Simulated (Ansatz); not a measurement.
Breaking a bond: CN, doublet.

Levels: UKS-PBE = unrestricted PBE/cc-pVQZ in Ansatz (a program for electronic structure); UKS-PBE0 = unrestricted PBE0/cc-pVQZ (Ansatz); UKS-B3LYP = unrestricted B3LYP/cc-pVQZ in Ansatz.

Minimum and curvature come from a quartic fit to the scan points round the minimum, the wavenumber from the most abundant isotopes. The energy at the longest distance isn't given for restricted levels, nor where a curve turns over.

```csv
method,R at the minimum / Å,force constant / mdyn Å⁻¹,E(4.65 Å) − E(min) / kJ/mol,harmonic wavenumber / cm⁻¹
UKS-PBE,1.173,16.6,828.0,2090
UKS-PBE0,1.159,18.1,749.6,2180
UKS-B3LYP,1.161,17.6,752.7,2150
```

The unrestricted solution behind UKS-PBE, UKS-PBE0, UKS-B3LYP changes between 2.09 and 2.36 Å, which can leave a kink. The unrestricted determinant behind UKS-PBE, UKS-B3LYP is spin-contaminated at 1.73 to 4.65 Å (<S²> up to 2.8, against 0.75 for a pure doublet). The unrestricted determinant behind UKS-PBE0 is spin-contaminated at 1.56 to 4.65 Å (<S²> up to 2.8, against 0.75 for a pure doublet).
